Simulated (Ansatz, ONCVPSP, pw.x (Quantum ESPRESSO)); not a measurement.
**tungsten: one change to the ONCV potential, in the atom and in the bcc crystal**

```
Element                 : tungsten (W)
Generator               : ONCVPSP 4.0.1.1 (patched build)
Type                    : optimised norm-conserving Vanderbilt (ONCV)
Functional              : PBE
Relativity              : scalar-relativistic
Frozen core             : [Kr] 4d10 4f14
Valence charge          : 14
Reference configuration : 5s2 5p6 5d4 6s1.5 (charge +0.5)
Partial waves           : 5s+6s: rc 1.60 bohr, ncon 3, nbas 6, qcut 7.1 1/bohr, 2 projectors; 5p: rc 2.05 bohr, ncon 3, nbas 7, qcut 7 1/bohr, 2 projectors, debl 3.5 Ha; 5d: rc 2.85 bohr, ncon 4, nbas 9, qcut 5.3 1/bohr, 3 projectors, debl 1.8 Ha
Local potential         : polynomial inside 1.00 bohr (lpopt 5, dvloc0 3 Ha)
Core correction         : none
```

Change: local potential polynomial inside 1.48 bohr (lpopt 5, dvloc0 3 Ha).

Cutoffs, loose and tight: the cutoffs (Ha) at which the residual kinetic energy of the hardest occupied pseudo-wave falls to 1 and 0.1 mHa per electron. They do not see the model core or the augmentation charge, which bear on the density cutoff. Test errors are all-electron minus pseudo excitation energies from the reference, over the configurations 5s2 5p6 5d4 6s2; 5s2 5p6 5d4 6s1; 5s2 5p6 5d4 6s0; 5s1 5p6 5d4 6s2; variants that change the core or the reference have their own tests.

Crystal test: bcc W in pw.x 7.5, no spin, 14³ k-points, Fermi–Dirac smearing 0.01 Ry, cutoffs set for each file from its atomic test. The reference is all-electron LAPW (Ansatz 0.2.0) with the same functional, mesh and smearing; V0 and B0 come from Birch–Murnaghan fits to the pressures at five volumes. Errors are pseudo minus all-electron; Δ is the rms difference of the E(V) curves that follow from these fits, minima aligned, over ±6 % about the mean V0. Mesh and smearing are coarse, so the numbers serve the comparison and aren't converged zero-temperature values; the lattice is a test structure that the element need not adopt.

All-electron: a0 = 3.184 Å (V0 = 16.15 Å³/atom), B0 = 300.6 GPa.

Question: Does the change bring the crystal closer to the all-electron result?

Answer: The mean pressure error goes from -4.81 to -3.48 GPa, so the change moves the solid closer to the all-electron pressures.

| quantity | base | changed |
| --- | --- | --- |
| outcome (atom) | generated | generated |
| cutoff, loose (atom) | 19 Ha | 19 Ha |
| cutoff, tight (atom) | 22 Ha | 22 Ha |
| bound ghosts (atom) | none | none |
| largest test error (meV) (atom) | -395 | -397 |
| cutoffs in pw.x (Ry) | 55/220 | 55/220 |
| a0 (Å) | 3.167 | 3.172 |
| a0 error (%) | -0.54 | -0.39 |
| B0 error (%) | -0.8 | -0.5 |
| Δ (meV/atom) | 17.3 | 12.4 |
| mean pressure error (GPa) | -4.81 | -3.48 |

Base: The largest radius (2.85 bohr) exceeds half the bond length (2.60 bohr), so the spheres overlap, which is one possible source of error among others. This is a poor potential for the solid. Changed file: The largest radius (2.85 bohr) exceeds half the bond length (2.60 bohr), so the spheres overlap, which is one possible source of error among others.
